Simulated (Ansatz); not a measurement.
The input, for Ansatz 0.2.0:

```yaml
crystal:
  periodic: [false, false, false]
  atoms:
    - {symbol: In, position_ang: [0.000000, 0.000000, 0.000000]}
    - {symbol: H, position_ang: [0.000000, 0.000000, 2.036000]}
basis:
  gaussian: {orbitals: def2-SVPD}
total_charge: -1
magnetization: {spin_polarized: true, initial_magnetization: 1}
correlation: {method: ccsdt, electrons: outside_noble_gas}
scf: {lower_state_search: off}
output: {forces: true}
```

```sh
$ ansatz run in.yaml --threads 1 --pin off --events-out ev --progress --plain --max-ram 2393MiB
```

The program prints:

```
these checks for a lower state are left out or cut short: starts, cluster_reference, orbital_swaps, neighbouring_geometries, increment
850 factors; integrals over basis functions are off by at most 1.2e-7 eV
mean field evaluation 1: about -5163.1513 eV, gradient 6.0e0 eV
mean field evaluation 2: about -5163.1560 eV, gradient 6.0e0 eV
mean field evaluation 4: about -5163.6078 eV, gradient 9.0e-1 eV
mean field evaluation 8: about -5163.6332 eV, gradient 7.4e-2 eV
mean field -5163.63359799 eV, -189.7600346897 hartree, gradient 6.2e-6 eV, S^2 0.770482; 0 other end points of the search recorded, 0 dependent functions left out
9 core orbitals not correlated: weight in the atoms' cores, before any rotation towards them, 0.999 or more for the frozen orbitals, at most 0.001 for the correlated occupied ones
reference -5163.63359799 eV, -189.7600346897 hartree; 3, 2 occupied and 28, 29 virtual orbitals, 850 factors
second order -1.48594828 eV of doubles, -0.00000000 eV of singles
cycle   1  -1.85390705 eV  change   -3.7e-1 eV  update   7.1e-2
cycle   2  -2.09222707 eV  change   -2.4e-1 eV  update   3.4e-2
cycle   3  -2.10712761 eV  change   -1.5e-2 eV  update   1.0e-2
cycle   4  -2.11182270 eV  change   -4.7e-3 eV  update   4.4e-3
cycle   5  -2.11149258 eV  change    3.3e-4 eV  update   1.5e-3
cycle   6  -2.11075736 eV  change    7.4e-4 eV  update   6.9e-4
cycle   7  -2.11101218 eV  change   -2.5e-4 eV  update   3.2e-4
cycle   8  -2.11122024 eV  change   -2.1e-4 eV  update   1.5e-4
cycle   9  -2.11112236 eV  change    9.8e-5 eV  update   6.9e-5
cycle  10  -2.11111929 eV  change    3.1e-6 eV  update   3.3e-5
cycle  11  -2.11113040 eV  change   -1.1e-5 eV  update   1.7e-5
cycle  12  -2.11113571 eV  change   -5.3e-6 eV  update   6.7e-6
cycle  13  -2.11113186 eV  change    3.9e-6 eV  update   3.1e-6
cycle  14  -2.11113016 eV  change    1.7e-6 eV  update   1.2e-6
cycle  15  -2.11113032 eV  change   -1.6e-7 eV  update   6.3e-7
cycle  16  -2.11113071 eV  change   -3.9e-7 eV  update   3.2e-7
cycle  17  -2.11113082 eV  change   -1.1e-7 eV  update   1.7e-7
the calculation of the forces begins
mean field evaluation 16: about -5163.6336 eV, gradient 6.2e-6 eV
Total energy: -5165.74472882 eV, -189.8376173165 hartree
Atom 0 at     0.000000     0.000000     0.000000 Å, force    -0.000000    -0.000000     0.434480 eV/Å
Atom 1 at     0.000000     0.000000     2.036000 Å, force     0.000000     0.000000    -0.434480 eV/Å
Dipole moment:    -0.000000    -0.000000    -0.340996 e Å
Checks for a lower state left out: starts, cluster_reference, orbital_swaps, neighbouring_geometries, increment
```

Forces (eV/Å):
```
In   0.000  0.000  0.434
H    0.000  0.000 -0.434
```

Ran on 1 thread of Arm Neoverse V2, shared host: 10 s wall, 0.21 GiB peak host memory.
